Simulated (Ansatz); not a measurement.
**P2H4 (P2H4): an energy map over bond length P1–H3 and angle H4–P1–H3**

A grid of calculations on P2H4 (H₄P₂), to see where the energy is lowest and how it rises around there.

The runs use Ansatz 0.2.0; RKS PBE0-D4/def2-TZVP.

## 1. The system as given

6 atoms, charge 0, spin multiplicity 1.

Atoms are counted from 1 here; the program's logs count them from 0.

Bond lengths: P1–P2 2.269 Å, P1–H3 1.444 Å, P1–H4 1.444 Å, P2–H5 1.444 Å, P2–H6 1.444 Å. Angles: P2–P1–H3 92.8°, P2–P1–H4 92.8°, H3–P1–H4 91.2°, P1–P2–H5 92.8°, P1–P2–H6 92.8°, H5–P2–H6 91.2°.

Coordinates:

```xyz
6
H4P2
P    -0.2930   -0.1799   -1.0812
P     0.2938    0.1789    1.0813
H    -1.6916    0.0580   -0.8142
H    -0.4641   -1.5980   -0.8726
H     1.6927   -0.0563    0.8136
H     0.4621    1.5974    0.8730
```

This geometry comes from a loose relaxation at PBE in a small basis, which is not shown.

## 2. The minimum at this level

input.yaml reads:

```yaml
crystal:
  periodic: [false, false, false]
  atoms:
    - { symbol: P, position_ang: [-0.293011, -0.179917, -1.081168] }
    - { symbol: P, position_ang: [0.293826, 0.178887, 1.081304] }
    - { symbol: H, position_ang: [-1.691557, 0.057994, -0.814157] }
    - { symbol: H, position_ang: [-0.464068, -1.598035, -0.872617] }
    - { symbol: H, position_ang: [1.692696, -0.056317, 0.813593] }
    - { symbol: H, position_ang: [0.462115, 1.597387, 0.873044] }
basis:
  gaussian: { orbitals: def2-TZVP }
hamiltonian:
  xc: pbe0
  dispersion: d4
output:
  forces: true
relax:
  f_tol: 0.003
  max_steps: 120
```

Started as:

```
$ ansatz run input.yaml --threads 1 --pin off --max-ram 2560MiB --backend cpu --events-out ev --progress --plain --runs-dir out
```

Log, shortened:

```text
Warning: RAYON_NUM_THREADS=1 ignored (pool sized by the plan → 1); use --threads N
[...]
Functional definition: PBE0
[...]
740 factors; their error is unknown
[...]
mean field -18635.86746175 eV, -684.8554973745 hartree, gradient 7.1e-5 eV, S^2 0.000000; 0 other end points of the search recorded, 0 dependent functions left out
[...]
reference -18635.86748938 eV, -684.8554983902 hartree; 17, 17 occupied and 81, 81 virtual orbitals, 740 factors
relax step   1: F+E_penalty+E_count = -18635.95689572 eV  Δ(F+E_penalty+E_count) = +0.000e0 eV  max|allowed force component| = 6.334e-1 eV/Å  Δτ_max = 0.0000 Å  (22 SCF iters, accepted)
[...]
relax step   4: F+E_penalty+E_count = -18635.98631870 eV  Δ(F+E_penalty+E_count) = -1.917e-3 eV  max|allowed force component| = 4.625e-3 eV/Å  Δτ_max = 0.0152 Å  (25 SCF iters, accepted)
[...]
relax step   5: F+E_penalty+E_count = -18635.98632855 eV  Δ(F+E_penalty+E_count) = -9.847e-6 eV  max|allowed force component| = 1.611e-3 eV/Å  Δτ_max = 0.0006 Å  (17 SCF iters, accepted)
740 factors; their error is unknown
mean field -18635.89664591 eV, -684.8565698726 hartree, gradient 2.8e-5 eV, S^2 0.000000; 1 other end points of the search recorded, 0 dependent functions left out
[...]
reference -18635.89667346 eV, -684.8565708851 hartree; 17, 17 occupied and 81, 81 virtual orbitals, 740 factors
Total energy: -18635.98635610 eV, -684.8598666614 hartree
Atom 0 at    -0.295100    -0.182187    -1.058187 Å, force    -0.001611    -0.001129    -0.000372 eV/Å
Atom 1 at     0.295786     0.181262     1.058149 Å, force     0.001559     0.001200     0.000392 eV/Å
Atom 2 at    -1.673857     0.060239    -0.808538 Å, force     0.000056     0.001165    -0.000242 eV/Å
Atom 3 at    -0.456434    -1.581971    -0.866756 Å, force     0.001189    -0.000274    -0.000278 eV/Å
Atom 4 at     1.674938    -0.058712     0.808311 Å, force    -0.000069    -0.001229     0.000217 eV/Å
Atom 5 at     0.454668     1.581367     0.867020 Å, force    -0.001124     0.000266     0.000282 eV/Å
Dipole moment:    -0.000117     0.000158     0.000005 e Å
```

It took 9.5 s on 1 thread of AMD EPYC 7R43 (Zen 3), shared host; peak memory 0.18 GiB.

Along the way:

| step | energy from step 1 (eV) | largest force component (eV/Å) |
| --- | --- | --- |
| 1 | 0.0000 | 0.6334 |
| 2 | -0.0257 | 0.1559 |
| 3 | -0.0275 | 0.0485 |
| 4 | -0.0294 | 0.0046 |
| 5 | -0.0294 | 0.0016 |

Close pairs (by a distance rule), those that changed most:

| bond | before (Å) | after (Å) | change (Å) |
| --- | --- | --- | --- |
| P1–P2 | 2.269 | 2.227 | -0.042 |
| P2–H6 | 1.444 | 1.422 | -0.022 |
| P1–H3 | 1.444 | 1.422 | -0.022 |
| P2–H5 | 1.444 | 1.422 | -0.022 |
| P1–H4 | 1.444 | 1.422 | -0.022 |

## 3. Plan of the scan

- bond length P1–H3: 15 values from 1.223 to 1.991 Å
- angle H4–P1–H3: 15 values from 67.0 to 117.0 °

Nothing else is relaxed (all other coordinates rigid). Energies count from the relaxed molecule at the same level.

Below, 3 of the grid's runs; all are launched alike.

## 4. Point bond length P1–H3 = 1.442 Å, angle H4–P1–H3 = 92.0°

input.yaml reads:

```yaml
crystal:
  periodic: [false, false, false]
  atoms:
    - { symbol: P, position_ang: [-0.2951, -0.182187, -1.058187] }
    - { symbol: P, position_ang: [0.295786, 0.181262, 1.058149] }
    - { symbol: H, position_ang: [-1.693255, 0.06365, -0.805026] }
    - { symbol: H, position_ang: [-0.455436, -1.582111, -0.866941] }
    - { symbol: H, position_ang: [1.674938, -0.058712, 0.808311] }
    - { symbol: H, position_ang: [0.454668, 1.581367, 0.86702] }
basis:
  gaussian: { orbitals: def2-TZVP }
hamiltonian:
  xc: pbe0
  dispersion: d4
output:
  forces: true
```

Started as:

```
$ ansatz run input.yaml --threads 1 --pin off --max-ram 2560MiB --backend cpu --events-out ev --progress --plain --runs-dir out
```

Log, shortened:

```text
Warning: RAYON_NUM_THREADS=1 ignored (pool sized by the plan → 1); use --threads N
[...]
Functional definition: PBE0
[...]
740 factors; their error is unknown
[...]
mean field -18635.89264203 eV, -684.8564227328 hartree, gradient 2.2e-5 eV, S^2 0.000000; 0 other end points of the search recorded, 0 dependent functions left out
[...]
reference -18635.89266964 eV, -684.8564237477 hartree; 17, 17 occupied and 81, 81 virtual orbitals, 740 factors
Total energy: -18635.98234310 eV, -684.8597191862 hartree
Atom 0 at    -0.295100    -0.182187    -1.058187 Å, force    -0.373070     0.073635     0.063783 eV/Å
Atom 1 at     0.295786     0.181262     1.058149 Å, force    -0.002563     0.001723     0.001763 eV/Å
Atom 2 at    -1.693255     0.063650    -0.805026 Å, force     0.382147    -0.073386    -0.066124 eV/Å
Atom 3 at    -0.455436    -1.582111    -0.866941 Å, force    -0.006242     0.000404     0.002421 eV/Å
Atom 4 at     1.674938    -0.058712     0.808311 Å, force     0.001259    -0.002107    -0.001799 eV/Å
Atom 5 at     0.454668     1.581367     0.867020 Å, force    -0.001532    -0.000269    -0.000045 eV/Å
Dipole moment:     0.003694    -0.000780    -0.000026 e Å
```

It took 1.7 s on 1 thread of AMD EPYC 7R43 (Zen 3), shared host; peak memory 0.17 GiB.

Energy on the map's scale: 0.39 kJ/mol.

## 5. The run at bond length P1–H3 = 1.771 Å, angle H4–P1–H3 = 70.5°

Changes to input.yaml since step 4:

```diff
@@ -5,4 +5,4 @@
     - { symbol: P, position_ang: [0.295786, 0.181262, 1.058149] }
-    - { symbol: H, position_ang: [-1.693255, 0.06365, -0.805026] }
-    - { symbol: H, position_ang: [-0.455436, -1.582111, -0.866941] }
+    - { symbol: H, position_ang: [-2.012252, 0.119739, -0.747266] }
+    - { symbol: H, position_ang: [-0.951956, -1.413714, -0.786248] }
     - { symbol: H, position_ang: [1.674938, -0.058712, 0.808311] }
```

Started as:

```
$ ansatz run input.yaml --threads 1 --pin off --max-ram 2560MiB --backend cpu --events-out ev --progress --plain --runs-dir out
```

Log, shortened:

```text
Warning: RAYON_NUM_THREADS=1 ignored (pool sized by the plan → 1); use --threads N
[...]
Functional definition: PBE0
[...]
740 factors; their error is unknown
[...]
mean field -18634.91740448 eV, -684.8205834140 hartree, gradient 4.5e-5 eV, S^2 0.000000; 0 other end points of the search recorded, 0 dependent functions left out
[...]
reference -18634.91743149 eV, -684.8205844065 hartree; 17, 17 occupied and 81, 81 virtual orbitals, 740 factors
Total energy: -18635.00699635 eV, -684.8238758545 hartree
Atom 0 at    -0.295100    -0.182187    -1.058187 Å, force    -3.729962     0.411158     0.638964 eV/Å
Atom 1 at     0.295786     0.181262     1.058149 Å, force    -0.131632    -0.006307    -0.006915 eV/Å
Atom 2 at    -2.012252     0.119739    -0.747266 Å, force     3.088562     0.197524    -0.574075 eV/Å
Atom 3 at    -0.951956    -1.413714    -0.786248 Å, force     0.751533    -0.560799    -0.016176 eV/Å
Atom 4 at     1.674938    -0.058712     0.808311 Å, force     0.014836    -0.017668    -0.028163 eV/Å
Atom 5 at     0.454668     1.581367     0.867020 Å, force     0.006663    -0.023909    -0.013635 eV/Å
Dipole moment:     0.082863    -0.005761     0.008717 e Å
```

It took 1.8 s on 1 thread of AMD EPYC 7R43 (Zen 3), shared host; peak memory 0.16 GiB.

On the map this point reads 94 kJ/mol.

## 6. The run at bond length P1–H3 = 1.333 Å, angle H4–P1–H3 = 88.4°

Changes to input.yaml since step 5:

```diff
@@ -5,4 +5,4 @@
     - { symbol: P, position_ang: [0.295786, 0.181262, 1.058149] }
-    - { symbol: H, position_ang: [-2.012252, 0.119739, -0.747266] }
-    - { symbol: H, position_ang: [-0.951956, -1.413714, -0.786248] }
+    - { symbol: H, position_ang: [-1.587569, 0.045067, -0.824162] }
+    - { symbol: H, position_ang: [-0.542097, -1.567186, -0.851214] }
     - { symbol: H, position_ang: [1.674938, -0.058712, 0.808311] }
```

Started as:

```
$ ansatz run input.yaml --threads 1 --pin off --max-ram 2560MiB --backend cpu --events-out ev --progress --plain --runs-dir out
```

Log, shortened:

```text
Warning: RAYON_NUM_THREADS=1 ignored (pool sized by the plan → 1); use --threads N
[...]
Functional definition: PBE0
[...]
740 factors; their error is unknown
[...]
mean field -18635.79070107 eV, -684.8526764717 hartree, gradient 2.0e-5 eV, S^2 0.000000; 0 other end points of the search recorded, 0 dependent functions left out
[...]
reference -18635.79072811 eV, -684.8526774654 hartree; 17, 17 occupied and 81, 81 virtual orbitals, 740 factors
Total energy: -18635.88042415 eV, -684.8559737341 hartree
Atom 0 at    -0.295100    -0.182187    -1.058187 Å, force     1.995733    -0.543161    -0.350494 eV/Å
Atom 1 at     0.295786     0.181262     1.058149 Å, force     0.012096    -0.014839    -0.003804 eV/Å
Atom 2 at    -1.587569     0.045067    -0.824162 Å, force    -2.215067     0.627916     0.373331 eV/Å
Atom 3 at    -0.542097    -1.567186    -0.851214 Å, force     0.213632    -0.073319    -0.024203 eV/Å
Atom 4 at     1.674938    -0.058712     0.808311 Å, force    -0.006411     0.003312     0.011812 eV/Å
Atom 5 at     0.454668     1.581367     0.867020 Å, force     0.000017     0.000090    -0.006642 eV/Å
Dipole moment:    -0.013598     0.010860     0.001185 e Å
```

Run time: 1.7 s. Hardware: 1 thread of AMD EPYC 7R43 (Zen 3), shared host; peak memory 0.16 GiB.

On the map this point reads 10 kJ/mol.

## 7. All points together

225 points were computed. Energies in kJ/mol, from the relaxed molecule at the same level:

```tsv
angle H4–P1–H3 (°) ↓, bond length P1–H3 (Å) →	1.223	1.278	1.333	1.387	1.442	1.497	1.552	1.607	1.662	1.717	1.771	1.826	1.881	1.936	1.991
117.0	91	63	46	39	38	43	52	64	78	93	110	127	144	162	179
113.4	82	53	36	29	28	33	42	54	68	84	101	118	136	153	171
109.8	73	45	28	20	20	25	34	46	60	76	93	110	128	146	164
106.2	67	38	21	14	13	18	27	39	53	69	86	104	122	140	158
102.7	61	33	16	8	8	12	21	34	48	64	81	99	117	135	153
99.1	58	29	12	4	4	8	17	29	44	60	77	95	113	131	149
95.5	56	27	10	2	1	6	15	27	41	57	74	92	110	128	147
92.0	55	26	9	1	0	5	14	26	40	56	73	91	109	127	145
88.4	57	28	10	2	1	6	14	26	40	56	73	91	109	127	145
84.8	60	31	13	5	4	8	16	28	42	58	74	92	110	128	146
81.2	65	35	18	9	8	12	20	32	45	61	77	95	112	130	148
77.7	72	42	24	15	13	17	25	36	50	65	81	99	116	134	152
74.1	80	50	32	23	21	25	32	43	56	71	87	104	121	139	156
70.5	91	61	42	33	30	34	41	51	64	79	94	111	128	145	162
67.0	103	72	53	44	41	44	51	61	74	88	103	119	136	152	169
```

The largest force on an atom (eV/Å) at each point:

```
angle H4–P1–H3 (°) ↓, bond length P1–H3 (Å) →  1.223  1.278  1.333  1.387  1.442  1.497  1.552  1.607  1.662  1.717  1.771  1.826  1.881  1.936  1.991
                                        117.0    8.0    5.5    3.7    2.4    1.7    1.7    2.3    2.7    3.0    3.2    3.3    3.4    3.4    3.4    3.4
                                        113.4    7.8    5.3    3.4    2.1    1.4    1.7    2.2    2.7    3.0    3.2    3.3    3.4    3.4    3.4    3.4
                                        109.8    7.6    5.1    3.2    1.9    1.1    1.6    2.2    2.6    3.0    3.2    3.3    3.4    3.4    3.4    3.4
                                        106.2    7.4    4.9    3.0    1.6    0.8    1.5    2.1    2.6    2.9    3.2    3.3    3.4    3.4    3.4    3.4
                                        102.7    7.3    4.7    2.8    1.4    0.7    1.4    2.1    2.6    2.9    3.2    3.3    3.4    3.4    3.4    3.5
                                         99.1    7.1    4.6    2.6    1.2    0.6    1.4    2.0    2.5    2.9    3.2    3.3    3.4    3.4    3.4    3.5
                                         95.5    6.9    4.4    2.4    0.9    0.5    1.3    2.0    2.5    2.9    3.2    3.3    3.4    3.4    3.4    3.5
                                         92.0    6.8    4.3    2.3    0.8    0.4    1.3    2.0    2.5    2.9    3.1    3.3    3.4    3.4    3.4    3.5
                                         88.4    6.8    4.3    2.3    0.8    0.6    1.4    2.1    2.6    2.9    3.2    3.3    3.4    3.4    3.4    3.5
                                         84.8    6.9    4.4    2.4    0.9    0.7    1.6    2.2    2.7    3.1    3.3    3.5    3.5    3.5    3.5    3.5
                                         81.2    7.0    4.4    2.5    1.1    0.9    1.7    2.4    2.9    3.2    3.4    3.6    3.6    3.6    3.6    3.6
                                         77.7    7.0    4.5    2.6    1.2    1.0    1.9    2.5    3.0    3.3    3.5    3.7    3.7    3.7    3.7    3.7
                                         74.1    7.1    4.6    2.7    1.4    1.1    1.9    2.6    3.1    3.4    3.6    3.8    3.8    3.8    3.8    3.8
                                         70.5    7.2    4.7    2.9    1.6    1.2    2.0    2.6    3.1    3.4    3.7    3.8    3.9    3.9    3.8    3.8
                                         67.0    7.3    4.9    3.0    1.8    1.4    2.0    2.7    3.1    3.5    3.7    3.8    3.9    3.9    3.9    3.9
```

## 8. What came out

| quantity | value |
| --- | --- |
| lowest point | bond length P1–H3 = 1.442 Å, angle H4–P1–H3 = 92.0°, 0.39 kJ/mol |
| highest computed point | bond length P1–H3 = 1.991 Å, angle H4–P1–H3 = 117.0°, 179 kJ/mol above the lowest |
| largest force on an atom (eV/Å) | 0.4 at bond length P1–H3 = 1.442 Å, angle H4–P1–H3 = 92.0° to 8.0 at bond length P1–H3 = 1.223 Å, angle H4–P1–H3 = 117.0°; 0.4 at the lowest point |
| time for the whole task | 6.8 min on 1 thread, shared host |

What this shows: The lowest computed point is at bond length P1–H3 = 1.442 Å, angle H4–P1–H3 = 92.0°, 0.39 kJ/mol from the relaxed molecule at the same level. The grid is coarse, so the lowest point of the scanned range may lie between grid points; coordinates that were held can hide deeper minima. No other kind of well shows on this grid. The highest computed point, bond length P1–H3 = 1.991 Å, angle H4–P1–H3 = 117.0°, lies 179 kJ/mol above the lowest. Round the minimum the two coordinates are nearly uncoupled.
